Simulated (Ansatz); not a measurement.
Gas-phase electronic energies from Ansatz, PBE0-D4/def2-TZVP geometries. CCSD(T)/CBS is the MP2 limit (def2-TZVPP, def2-QZVPP) plus CCSD(T) − MP2 in def2-TZVPP, frozen cores. This one scheme is used for every species. Functionals use def2-TZVPP. For Na outer-core shells are correlated without core-valence functions, which leaves a few kJ/mol of doubt a bond.

Consider the ligand exchange at the Na–O bond: `[OH][Na]` + CH₃SH → `C[S][Na]` + H₂O.

`[OH][Na]`:

Z-matrix (Å, degrees):
```
O
Na 1 1.929
H 1 0.951 2 179.9
```

CH₃SH:

Z-matrix (Å, degrees):
```
C
S 1 1.806
H 1 1.089 2 111.5
H 1 1.089 2 111.5 3 -123.8
H 1 1.090 2 106.2 3 118.1
H 2 1.342 1 97.1 3 61.9
```

`C[S][Na]`:

Z-matrix (Å, degrees):
```
C
S 1 1.822
H 1 1.092 2 112.2
H 1 1.092 2 108.5 3 118.7
H 1 1.092 2 112.2 3 -122.6
Na 2 2.478 1 107.5 3 61.9
```

H₂O:

```xyz
3

O    -0.154   -0.192    0.301
H     0.404   -0.548   -0.393
H    -0.250    0.740    0.091
```

(1) Is it downhill or uphill in electronic energy at CCSD(T)/CBS, and by how much? (An estimate is asked.)

(2) What do these levels give: PBE-D4, r2SCAN-D4, r2SCANh-D4, r2SCAN0-D4, revPBE, r2SCAN, CAM-B3LYP, MP2/def2-SVP, CCSD/def2-SVP, CCSD(T)/def2-SVP, MP2/def2-TZVPP, SCS-MP2/def2-QZVPP? (Estimate.)

Largest T1 diagnostic among the species: 0.012.

Answers

(1) Computed: Downhill: ΔE = -45.5 kJ/mol.

(2) Computed: PBE-D4 -51.8, r2SCAN-D4 -45.0, r2SCANh-D4 -47.2, r2SCAN0-D4 -50.1, revPBE -51.1, r2SCAN -44.7, CAM-B3LYP -39.1, MP2/def2-SVP -42.8, CCSD/def2-SVP -43.0, CCSD(T)/def2-SVP -42.9, MP2/def2-TZVPP -45.5, SCS-MP2/def2-QZVPP -41.3 kJ/mol.

In def2-TZVPP, CCSD(T) changes the Hartree–Fock value by +6.8 kJ/mol (the triples alone add −0.9 kJ/mol) and MP2 by +9.0 kJ/mol. From r2SCAN to r2SCAN0 (25 % exact exchange), in def2-TZVPP and without D4, ΔE moves by −5.0 kJ/mol.
